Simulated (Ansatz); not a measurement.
Method: frozen-core CCSD(T)/cc-pVTZ (Ansatz, an electronic-structure program).

Ansatz 0.2 input:
```yaml
crystal:
  periodic: [false, false, false]
  atoms:
    - { symbol: Cl, position_ang: [0.0, 0.0, 0.0] }
basis:
  gaussian: { orbitals: cc-pVTZ }
correlation:
  method: ccsd_t
magnetization:
  spin_polarized: true
  initial_magnetization: 1
```

Output:

```
Functional definition: HF
196 factors; integrals over basis functions are off by at most 1.5e-4 eV
mean field evaluation 1: about -12503.0172 eV, gradient 5.7e0 eV
mean field evaluation 2: about -12503.0196 eV, gradient 5.7e0 eV
mean field evaluation 4: about -12503.2315 eV, gradient 5.2e-1 eV
mean field evaluation 8: about -12503.2356 eV, gradient 4.2e-3 eV
mean field evaluation 16: about -12503.2330 eV, gradient 5.9e-1 eV
mean field evaluation 32: about -12503.2356 eV, gradient 2.6e-3 eV
mean field evaluation 64: about -12503.2356 eV, gradient 4.0e-3 eV
mean field -12503.23561632 eV, -459.4854339022 hartree, gradient 3.9e-6 eV, S^2 0.759299; 4 other end points of the search recorded, 0 dependent functions left out
5 core orbitals not correlated
reference -12503.23561632 eV, -459.4854339022 hartree; 4, 3 occupied and 25, 26 virtual orbitals, 196 factors
second order -4.29743940 eV of doubles, -0.00000000 eV of singles
cycle   1  -4.78249330 eV  change   -4.9e-1 eV  update   3.8e-2
cycle   2  -4.91513560 eV  change   -1.3e-1 eV  update   1.2e-2
cycle   3  -4.92155891 eV  change   -6.4e-3 eV  update   2.6e-3
cycle   4  -4.92111160 eV  change    4.5e-4 eV  update   3.9e-4
cycle   5  -4.92107844 eV  change    3.3e-5 eV  update   9.5e-5
cycle   6  -4.92110391 eV  change   -2.5e-5 eV  update   2.7e-5
cycle   7  -4.92110386 eV  change    5.2e-8 eV  update   7.2e-6
perturbative correction -0.15039659 eV, -0.0055269728 hartree
Total energy: -12508.30711677 eV, -459.6718081062 hartree
```

Cost: around 1.3 core-seconds (rough).
